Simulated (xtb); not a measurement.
Species: CN, SMILES `[C]#N` (charge 0, multiplicity 2).

Give a relaxed geometry from GFN2-xTB run with xtb.

the end point of this relaxation (outside a Z-matrix the atoms follow the SMILES, hydrogens last).
Bonds (Å): C1–N2 1.136.
